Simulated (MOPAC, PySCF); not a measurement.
CH$_{4}$O, SMILES `OC`, neutral singlet in the gas phase. 

Cartesian coordinates (Å):
SMILES: CO
```xyz
6

C     -0.3464    -0.0238    -0.0001
O      0.9737    -0.4483    -0.2382
H     -0.5638     0.1479     1.0739
H     -0.6151     0.9001    -0.5517
H     -1.0208    -0.8216    -0.3480
H      1.5724     0.2458     0.0641
```
Charge 0, multiplicity 1.

All levels are single points at this geometry (B3LYP-D3(BJ)/def2-SVP); Pople sets use spherical d functions. Orbital energies aren't observables, and empty levels follow the basis.

AM1 in MOPAC gives HOMO (eV) = -11.15.

### Question
Estimate the HOMO (eV) from each of these levels: B3LYP-D3(BJ)/def2-TZVP in PySCF; PBE-D3(BJ)/def2-TZVP in PySCF; B3LYP/3-21G in PySCF; B3LYP/6-31G* in PySCF; M06-2X/6-31G* in PySCF; PBE/6-31G* in PySCF; SVWN5/6-31G* in PySCF; HF/3-21G in PySCF; HF/STO-3G in PySCF; PM3 in MOPAC; PM6 in MOPAC; PM7 in MOPAC.

### Answer

```tsv
level	HOMO (eV)
B3LYP-D3(BJ)/def2-TZVP in PySCF	-7.65
PBE-D3(BJ)/def2-TZVP in PySCF	-6.17
B3LYP/3-21G in PySCF	-6.69
B3LYP/6-31G* in PySCF	-7.20
M06-2X/6-31G* in PySCF	-9.24
PBE/6-31G* in PySCF	-5.66
SVWN5/6-31G* in PySCF	-5.72
HF/3-21G in PySCF	-11.77
HF/STO-3G in PySCF	-9.68
PM3 in MOPAC	-11.15
PM6 in MOPAC	-10.49
PM7 in MOPAC	-10.70
```
